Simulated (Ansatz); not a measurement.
## Rutile SnO2

All values below come from Hartree–Fock (Ansatz, a quantum-chemistry and plane-wave program, plane waves, PAW).

Settings: plane-wave cutoff 460 eV, 6×6×8 k mesh (along the axes of the cell as run), Fermi–Dirac smearing 0.01 eV, scalar-relativistic PAW data made under PBE.

Cell: measured lattice: a = 4.7374 Å, b = 4.7374 Å, c = 3.1864 Å, α = 90.00°, β = 90.00°, γ = 90.00°.

```
Quantity                                                            Value
-------------------------------------------  ----------------------------
band gap                                     12.24 eV (on the SCF k mesh)
smallest direct gap on the k points sampled                      12.31 eV
```

Measured, for comparison: band gap 3.81 eV (zero-point renormalisation of 215 meV (computed, non-adiabatic AHC, without the lattice-expansion part) added back here to the 1.8 K gap of; inputs from Miglio et al. (2020), arXiv:2011.12765).

Note: cell and atoms aren't relaxed at this level (largest force component 0.04 eV/Å, pressure -4.3 GPa).

Spin–orbit coupling is not included.

Static lattice: no zero-point or thermal effects.
